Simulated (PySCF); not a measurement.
Compound: C₅H₁₀O.
Atom-mapped SMILES: `[CH3:1]/[CH:2]=[CH:3]/[O:4][CH2:5][CH3:6]` (hydrogens: H7, H8, H9 on C1; H10 on C2; H11 on C3; H12, H13 on C5; H14, H15, H16 on C6)

Computed, not measured: core-valence-separated Tamm–Dancoff BHandHLYP/aug-pcX-1 (pcseg-1 on H) in PySCF, non-relativistic, gas phase, PBE0-D3(BJ)/def2-SVP geometry.

Computed carbon K-edge spectrum, Gaussian lines of 0.6 eV full width, highest printed point 100; it ends one width below the last computed root. No empirical shift is added; at this level the pattern usually sits a few eV under experiment.

(photon energy (eV), absorption): (282.6, 1), (282.7, 2), (282.8, 5), (282.9, 12), (283.0, 22), (283.1, 34), (283.2, 47), (283.3, 54), (283.4, 54), (283.5, 46), (283.6, 34), (283.7, 21), (283.8, 13), (283.9, 9), (284.0, 10), (284.1, 18), (284.2, 31), (284.3, 47), (284.4, 61), (284.5, 68), (284.6, 65), (284.7, 54), (284.8, 39), (284.9, 25), (285.0, 17), (285.1, 15), (285.2, 18), (285.3, 23), (285.4, 28), (285.5, 33), (285.6, 36), (285.7, 42), (285.8, 53), (285.9, 68), (286.0, 86), (286.1, 98), (286.2, 100), (286.3, 91), (286.4, 76), (286.5, 61), (286.6, 51), (286.7, 47), (286.8, 49), (286.9, 54), (287.0, 60)

**Question.** Assign the maxima to core holes.

**Answer.** 3 maxima:
- 283.3 eV: C2 (alkene CH carbon), 283.35 eV, f = 0.057, 1s→π*, 100 % of the height at the exact maximum
- 284.5 eV: C3 (vinylic carbon bearing oxygen), 284.52 eV, f = 0.070, 1s→π*, 100 % of the height at the exact maximum
- 286.2 eV: C1 (allylic carbon), 286.12 eV, f = 0.041, sum of 2, 39 % of the height at the exact maximum; C6 (methyl carbon), 286.13 eV, f = 0.030, 29 % of the height at the exact maximum; C6 (methyl carbon), 286.23 eV, f = 0.029, 27 % of the height at the exact maximum

Further lines of some strength in the range: C6, 285.39 eV, f = 0.009; C1, 285.46 eV, f = 0.007; C2, 285.59 eV, f = 0.015; C1, 286.62 eV, f = 0.014.

Roots within 0.03 eV on the same or equivalent atoms count as one line; shares under 12 % aren't listed.

Vibrational structure and lifetime widths aren't in the curve. The ionisation threshold wasn't computed; near and above it a finite basis only mimics Rydberg series and continuum.

The values belong to the conformer `[CH3:1]/[CH:2]=[CH:3]/[O:4][CH2:5][CH3:6]`: C2–C3–O4–C5 0°, C3–O4–C5–C6 180°.
